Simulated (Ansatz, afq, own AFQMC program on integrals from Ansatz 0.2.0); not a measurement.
CoN2⁺, triplet in def2-SVP, levels against CCSDT(Q)

```yaml
atoms:
  - { symbol: Co, position_ang: [0.0000, 0.0000, 2.1093] }
  - { symbol: N, position_ang: [0.0000, 0.0000, -0.5087] }
  - { symbol: N, position_ang: [0.0000, 0.0000, -1.6007] }
```

Connectivity, by distances: Co ··· N–N.

Basis def2-SVP. Noble-gas cores (and the filled d shells of Ga–Kr and In–Xe) are frozen. Ansatz 0.2.0 and our own AFQMC program on the same integrals; the CISD trial comes from CCSD amplitudes, and released means the phaseless constraint is let go. Uncertainties: one standard error, sampling alone. The metal's outer-core s and p shells are frozen, which shifts wave-function levels against functionals.

Determinant: ROHF, the one that the program's search chose, which needn't be the lowest solution. The geometry is a point of a scan.

No full CI on the walks' own integrals is used here; CCSDT(Q) serves as the reference and is uncertain by about the last step of the cluster series.

Cautions: no relativity below Rb; outer-core shells of the metal frozen; lower spins were not checked; higher spins were not checked; a spin-contaminated unrestricted determinant lies lower (UHF 902 meV lower, ⟨S²⟩ 3.00); the ph-AFQMC/HF walk drifts between its halves (2.4 errors); CCSDT(Q) on the UHF determinant differs (94 meV lower), by its state or its frozen core.

- T1 diagnostic: 0.0130
- weight of the determinant in the CISD state: 0.866
- size of the correlated space: 18 electrons in 48 orbitals

```json
{"level": "MP2", "correlation energy (eV)": "-13.3261"}
{"level": "CCSD", "correlation energy (eV)": "-13.1697"}
{"level": "CCSD(T)", "correlation energy (eV)": "-13.6105"}
```

(1) Estimate where phaseless AFQMC with a CISD trial lies against CCSD(T) on the same integrals.

(1) 4.2 ± 0.7 kJ/mol below CCSD(T).

Reference: CCSDT(Q), correlation energy -13.654 eV. The released energy is read at 1.20 1/Eh, later times being too noisy (meV from the phaseless value at times in 1/Eh: -27 ± 10 at 0.24, -32 ± 8 at 0.60, -36 ± 14 at 1.20, -65 ± 20 at 1.80, 26 ± 42 at 2.60).

```
         level  E − E(reference) (kJ/mol)  share of correlation (%)
       CCSD(T)                        4.2                     99.68
         CCSDT                        4.0                     99.70
   ph-AFQMC/HF                -14.2 ± 4.3                    101.08
 ph-AFQMC/CISD                  0.0 ± 0.7                    100.00
released AFQMC                 -3.4 ± 1.4                    100.26
```

A walk keeps the symmetry of its determinant, which the program's search chose and which needn't be the lowest solution, so a lower state of the same spin and another symmetry isn't excluded. Released energies are given only where the last usable release times agree within the noise; a slower fall can still hide under it.
